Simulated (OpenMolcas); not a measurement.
# TPSS/cc-pVTZ (RICD fitting) run of C2F3N (cyanotrifluoromethane)

Aim: the vertical electron affinity of C2F3N (cyanotrifluoromethane) at TPSS/cc-pVTZ (RICD fitting), from 2 runs. 

Program for the calculation: OpenMolcas 26.06.

**1. Starting point**

The species is C2F3N (6 atoms), meant as a singlet with charge 0. As SMILES, `N#CC(F)(F)F`. Geometry: relaxed at PBE0-D4/def2-TZVP.

Bond lengths: N1–C2 1.146 Å, C2–C3 1.481 Å, C3–F4 1.326 Å, C3–F5 1.326 Å, C3–F6 1.326 Å. Angles: N1–C2–C3 180.0°, C2–C3–F4 110.1°, C2–C3–F5 110.1°, C2–C3–F6 110.1°, F4–C3–F5 108.8°, F4–C3–F6 108.8°, F5–C3–F6 108.8°.

**2. A single-point energy at TPSS/cc-pVTZ (RICD fitting)**

Contents of job.inp:

```
&gateway
 baslib = $CurrDir
 coord
 6
 angstrom
 N        1.022100      -1.705100       0.893500
 C        0.486200      -0.810600       0.417800
 C       -0.206400       0.345600      -0.197200
 F       -1.316000      -0.055800      -0.802300
 F        0.581500       0.927000      -1.091500
 F       -0.525200       1.234800       0.733600
 basis = cc-pVTZ
 group = NoSym
 ricd

&seward
 gridinput
 Grid=Coarse
 End of Grid

&scf
 ksdft = 2
 1.0 MGGA_X_TPSS
 1.0 MGGA_C_TPSS
 prorbitals = 0
```

The basis set cc-pVTZ is read from a file made from the Basis Set Exchange's data (not shown).

Run with:

```console
$ export MOLCAS_MEM=1860
$ pymolcas job.inp > job.log
```

The program printed:

```text
--- Start Module: gateway ---
[...]
--- Stop Module: gateway /rc=_RC_ALL_IS_WELL_ ---
--- Start Module: seward ---
[...]
      Basis functions          180
--- Stop Module: seward /rc=_RC_ALL_IS_WELL_ ---
[...]
--- Start Module: scf ---
[...]
       Convergence after  16 Iterations
[...]
::    Total KS-DFT energy                            -430.6607110786
[...]
      Total spin, S                                     0.0000000000
[...]
      Total electronic charge=   46.000000
      Total            charge=   -0.000000
[...]
      Dipole Moment (debye):
      Origin of the operator (angstrom)=   -0.0659    0.1111   -0.0725
                   X= -6.8785E-01               Y=  1.1496E+00               Z= -6.1197E-01           Total=  1.4729E+00
      Quadrupole Moment (debye*angstrom):
[...]
--- Stop Module: scf /rc=_RC_ALL_IS_WELL_ ---
[...]
```

Wall time 11 s (1 thread of Arm Neoverse V2, shared host); peak memory 0.3 GiB.

**3. The doublet anion, same level**

Contents of job.inp:

```
>>> EXPORT MOLCAS_PRINT=2

&GATEWAY
  BasLib=$CurrDir
  Coord
  6
  angstrom
  N        1.022100      -1.705100       0.893500
  C        0.486200      -0.810600       0.417800
  C       -0.206400       0.345600      -0.197200
  F       -1.316000      -0.055800      -0.802300
  F        0.581500       0.927000      -1.091500
  F       -0.525200       1.234800       0.733600
  Basis=cc-pVTZ
  Group=NoSym
  RICD

&SEWARD
  GridInput
  Grid=Coarse
  End of Grid

&SCF
  UHF
  Charge=-1
  Spin=2
  KSDFT=2
  1.0 MGGA_X_TPSS
  1.0 MGGA_C_TPSS
  PrOrbitals=0
```

The basis set cc-pVTZ is read from a file made from the Basis Set Exchange's data (not shown).

Run with:

```console
$ export MOLCAS_MEM=1860
$ pymolcas job.inp > job.log
```

The program printed:

```text
--- Start Module: gateway ---
[...]
--- Stop Module: gateway /rc=_RC_ALL_IS_WELL_ ---
--- Start Module: seward ---
[...]
      Basis functions          180
--- Stop Module: seward /rc=_RC_ALL_IS_WELL_ ---
[...]
--- Start Module: scf ---
[...]
       Convergence after  21 Iterations
[...]
::    Total KS-DFT energy                            -430.5905305367
[...]
      Total spin, S                                     0.5011078306
[...]
      Total electronic charge=   47.000000
      Total            charge=   -1.000000
[...]
      Dipole Moment (debye):
      Origin of the operator (angstrom)=   -0.0659    0.1111   -0.0725
                   X= -2.8466E+00               Y=  4.7639E+00               Z= -2.5338E+00           Total=  6.1006E+00
      Center of Charge (angstrom)
[...]
--- Stop Module: scf /rc=_RC_ALL_IS_WELL_ ---
[...]
```

Wall time 17 s (1 thread of Arm Neoverse V2, shared host); peak memory 0.31 GiB.

**4. Outcome**

Level: TPSS/cc-pVTZ (RICD fitting).

| quantity | value |
| --- | --- |
| singlet C2F3N: total energy | -430.66071 Eh |
| singlet C2F3N: dipole moment | 1.47 D |
| singlet C2F3N: HOMO energy | -9.60 eV |
| singlet C2F3N: LUMO energy | -1.64 eV |
| singlet C2F3N: HOMO–LUMO gap | 7.96 eV |
| doublet anion: total energy | -430.59053 Eh |
| doublet anion: HOMO energy (highest over α and β) | 5.43 eV |
| doublet anion: LUMO energy (lowest over α and β) | 5.82 eV |
| doublet anion: ⟨S²⟩ | 0.752 |
| vertical electron affinity (to the doublet anion) | -1.910 eV |

This program's gradients are faulty for this kind of reference, so any forces in the log (doublet anion) can't be trusted; the energy can. The anion lies 1.91 eV (44 kcal/mol) above the neutral: the electron isn't bound at this level, and such a value depends on the basis. Without diffuse functions anions come out too high. The HOMO (doublet anion) lies at positive energy, 5.43 eV, as semi-local functionals often give for anions; only total energies tell whether the electron is bound.
